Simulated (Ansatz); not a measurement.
# HClO (triplet): the correlation ladder at distance Cl1–H2 along a hydrogen transfer = 1.897 Å, cc-pVDZ

How much of the correlation energy of HClO (triplet) does each wave-function method recover here?

The runs use Ansatz 0.2.0, Gaussian basis; cc-pVDZ, core rule «outside noble gas», up to 6 orbitals frozen.

Plan: UHF; CCSD(T) on ROHF; CCSD(T) on UHF; BCCD(T) on ROHF; CISD; CCSDT(Q) on ROHF; CCSDT(Q) on UHF; CASSCF and MRCISD+Q, 4 electrons in 4 orbitals; CASSCF and NEVPT2, 4 electrons in 4 orbitals; CASSCF and MRCISD+Q, 14 electrons in 9 orbitals; CASSCF and NEVPT2, 14 electrons in 9 orbitals.

10 further runs of the same task are left out: 10 that didn't finish.

### Step 1. What is computed

The geometry derives from fragments relaxed apart (PBE0/def2-TZVP) and kept rigid, so it is no stationary point. A hydrogen atom is moved between rigid fragments.

3 atoms, charge 0, spin multiplicity 3.

Atoms are counted from 1 here; the program's logs count them from 0.

Bond lengths: H2–O3 0.990 Å.

### Step 2. UHF

File in.yaml:

```yaml
crystal:
  periodic: [false, false, false]
  atoms:
    - {symbol: Cl, position_ang: [0.000000, 0.000000, -1.594667]}
    - {symbol: H, position_ang: [0.000000, 0.000000, 0.302333]}
    - {symbol: O, position_ang: [0.000000, 0.000000, 1.292333]}
basis:
  gaussian: {orbitals: cc-pVDZ}
magnetization: {spin_polarized: true, initial_magnetization: 2}
hamiltonian: {xc: hf}
output: {orbitals: {seedname: orbitals}}
```

Started as:

```sh
> ansatz run in.yaml --threads 1 --pin off --events-out ev --progress --plain --max-ram 2393MiB
```

After this run come: CCSD(T) on ROHF; CCSD(T) on UHF; BCCD(T) on ROHF; CISD; CCSDT(Q) on ROHF; CCSDT(Q) on UHF; CASSCF and MRCISD+Q, 4 electrons in 4 orbitals; CASSCF and NEVPT2, 4 electrons in 4 orbitals; CASSCF and MRCISD+Q, 14 electrons in 9 orbitals; CASSCF and NEVPT2, 14 electrons in 9 orbitals.

Before running them: what should the planned runs give, taken together? Wanted: UCCSDT(Q) below the RHF energy; RMP2 from UCCSDT(Q); UMP2 from UCCSDT(Q); RCCSD from UCCSDT(Q); RCCSD(T) from UCCSDT(Q); UCCSD(T) from UCCSDT(Q); RCCSDT(Q) from UCCSDT(Q); NEVPT2 pair from UCCSDT(Q); MRCISD+Q pair from UCCSDT(Q).

**Answer**, as computed:

```
                         quantity                                                                                    value
   UCCSDT(Q) below the RHF energy                                                                               -8.3586 eV
              RMP2 from UCCSDT(Q)                                                                               +952.8 meV
              UMP2 from UCCSDT(Q)                                                                               +972.3 meV
             RCCSD from UCCSDT(Q)                                                                               +134.3 meV
          RCCSD(T) from UCCSDT(Q)                                                                                +37.0 meV
          UCCSD(T) from UCCSDT(Q)                                                                                +35.8 meV
         RCCSDT(Q) from UCCSDT(Q)                                                                                 -0.2 meV
       NEVPT2 pair from UCCSDT(Q)                                                                               +932.1 meV
     MRCISD+Q pair from UCCSDT(Q)                                                                                +39.4 meV
    NEVPT2 valence from UCCSDT(Q)                                                                              +1511.7 meV
levels within 1 kcal/mol (43 meV)  RCCSD(T), UCCSD(T), BCCD(T), RCCSDT, UCCSDT, RCCSDT(Q), MRCISD+Q pair, MRCISD+Q valence
                    T1 diagnostic                                                                                    0.015
   effectively unpaired electrons                                                                                     2.01
```

**Reading.** RCCSD(T) misses by +37.0 meV, 0.4 % of the correlation energy. One determinant dominates. Of the multireference levels listed MRCISD+Q valence comes nearest in total energy (+36.1 meV), which doesn't show that its space is the better one. These misses are within one basis, not against nature; the frozen cores of restricted and unrestricted runs differ, which can shift their rows.
